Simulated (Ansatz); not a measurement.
# C3H3F: the cost of one run

All numbers are computed with Ansatz 0.2.0, driven from Python. Level of theory: r2SCAN/def2-TZVPP.

## Step 1: The structure

Bond lengths: C1–C2 1.139 Å, C2–C3 1.434 Å, C3–F4 1.315 Å, C1–H5 1.132 Å, C3–H6 1.114 Å, C3–H7 1.121 Å. Angles: C1–C2–C3 178.6°, C2–C1–H5 178.1°, C2–C3–F4 113.0°, C2–C3–H6 112.0°, C2–C3–H7 113.5°, F4–C3–H6 105.5°, F4–C3–H7 107.6°, H6–C3–H7 104.6°.

The script holds or builds the structure itself.

## Step 2: The script

tae_c3h3f.py reads:

```python
"""Energy to split C3H3F into its atoms."""

from collections import Counter

import ansatz as az


def energy_of(molecule, charge=0, unpaired=0):
    calc = (
        molecule.calculation()
        .basis(gaussian="def2-TZVPP")
        .functional("r2scan")
    )
    if charge:
        calc = calc.charge(charge)
    if unpaired:
        calc = calc.spin("collinear", total=unpaired)
    report = calc.run(threads=1, pin="off").report
    if report["published_state_doubts"]:
        print("  doubts:", report["published_state_doubts"])
    return report["free_energy_ev"]

GEOMETRY = """
C    -1.04590    0.86770   -0.95550
C    -0.31780    0.29250   -0.29500
C     0.60210   -0.45580    0.51160
F     0.17270   -1.66710    0.79160
H    -1.78990    1.44650   -1.58210
H     1.58260   -0.59720    0.00250
H     0.85740    0.04540    1.48130
"""

system = az.Crystal.molecule()
for line in GEOMETRY.strip().splitlines():
    symbol, *xyz = line.split()
    system = system.atom(symbol, [float(v) for v in xyz])

# Hund ground states
unpaired = {"C": 2, "F": 1, "H": 1}
counts = Counter(site.symbol for site in system.cartesian_sites)
atom_energy = {s: energy_of(az.Crystal.molecule().atom(s, (0, 0, 0)), 0, unpaired[s]) for s in counts}
whole = energy_of(system, 0, 0)
for s, e in atom_energy.items():
    print(f"{s:2s} x{counts[s]}  {e:14.5f} eV")
print(f"C3H3F: {whole:.5f} eV")
split = sum(counts[s] * e for s, e in atom_energy.items()) - whole
print(f"atomisation energy (no zero-point term): {96.485332 * split:.1f} kJ/mol, {split / sum(counts.values()):.3f} eV an atom")
```

## Step 3: The input behind the calls

The engine receives this input (first run):

```yaml
crystal:
  periodic: [false, false, false]
  atoms:
    - { symbol: C, position_ang: [0.0, 0.0, 0.0] }
basis:
  gaussian:
    orbitals: def2-TZVPP
hamiltonian:
  xc: r2scan
magnetization:
  spin_polarized: true
  initial_magnetization: 2.0
```

## Step 4: The run

On the command line:

```console
$ python tae_c3h3f.py
```

What time and memory should one allow on 1 thread of Arm Neoverse V2, shared host?

About 5.5 s, with a peak of 0.23 GiB.
